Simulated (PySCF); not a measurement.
## EPR parameters of C2H6N

Species: C2H6N (doublet state).
Structure used (PBE0-D3(BJ)/def2-SVP), in Å, numbered top down from 1:
```
atom  x, y, z in Å
C1     1.318   -0.305   -0.173
N2     0.266    0.429    0.336
C3    -1.086    0.027    0.068
H4     1.178   -0.727   -1.172
H5     2.322    0.012    0.117
H6     0.416    0.798    1.268
H7    -1.375   -0.927    0.555
H8    -1.223   -0.105   -1.017
H9    -1.788    0.809    0.395
```

The hyperfine couplings belong to this conformer and change with its torsions.

Identity: `[CH2]NC` [radical].

Method: UKS B3LYP, IGLO-III on C N, pcH-1 on H, non-relativistic, mean-field spin-orbit, GIAO in PySCF. Isolated species at its PBE0-D3(BJ)/def2-SVP geometry, gas phase. No stability test was run, so a lower SCF solution isn't excluded.

```json
{"g1, g2, g3": "2.00215, 2.00286, 2.00342", "g_iso": "2.00281", "Form of g": "rhombic: the two nearest values differ by 44 % of g3 − g1", "⟨S²⟩": "0.7539 (exact 0.7500)", "α and β electrons": "13, 12", "HOMO–LUMO gap, α and β orbitals": "4.80, 6.87 eV", "Total energy": "-134.56824 Eh", "Basis functions": "165"}
```

Hyperfine couplings atom by atom, in MHz; T1 to T3 are the principal values of the dipolar part:

| atom | isotope | a_iso | T1 | T2 | T3 | Mulliken spin population |
| --- | --- | --- | --- | --- | --- | --- |
| C1 | 13C | 113.7 | -62.4 | -61.8 | 124.2 | 0.89 |
| N2 | 14N | 13.4 | -13.5 | -12.9 | 26.5 | 0.17 |
| C3 | 13C | 4.5 | -2.4 | -1.0 | 3.4 | -0.02 |
| H4 | 1H | -27.6 | -29.7 | -0.4 | 30.0 | -0.03 |
| H5 | 1H | -29.6 | -29.7 | -0.8 | 30.5 | -0.03 |
| H6 | 1H | -3.4 | -15.2 | -5.7 | 20.9 | -0.01 |
| H7 | 1H | 33.3 | -3.8 | -2.5 | 6.3 | 0.03 |
| H8 | 1H | 12.0 | -3.7 | -2.9 | 6.6 | 0.01 |
| H9 | 1H | 0.3 | -3.6 | -2.6 | 6.2 | 0.00 |

The Mulliken spin populations are largest on C1 (+0.89) and N2 (+0.17). The angles at C1 add up to 351.2°, so it is slightly pyramidal.

Axes: g2 points within 10° of the C1–N2 bond.

Under fast tumbling the dipolar parts average out, and these isotropic splittings remain: 1 × 1H (H5, I = 1/2, 2 lines) with 1.06 mT, 1 × 1H (H4, I = 1/2, 2 lines) with 0.99 mT, 3 × 1H (H7/H8/H9, I = 1/2, 4 lines) with 0.54 mT, 1 × 14N (N2, I = 1, 3 lines) with 0.48 mT and 1 × 1H (H6, I = 1/2, 2 lines) with 0.12 mT.

Means are taken over nuclei equivalent by connectivity, which assumes that they swap fast. H4 and H5 aren't averaged: C1 is flat or nearly so (angle sum 351°), and its turn about the short C1–N2 bond (1.38 Å) is taken as slow. The three 1H nuclei of mean +15.2 MHz run from 0.3 to 33.3 MHz in the frozen geometry.

The 13C coupling of C1 (113.7 MHz) shows only in satellite lines or after enrichment, since that isotope makes up about 1.07 % of natural carbon.

Examples of negative spin density at the nucleus (bohr⁻³): H5 (-0.0066) and H4 (-0.0062).

On an Arm Neoverse V1 with one thread, on a shared host, this took 9.6 s.
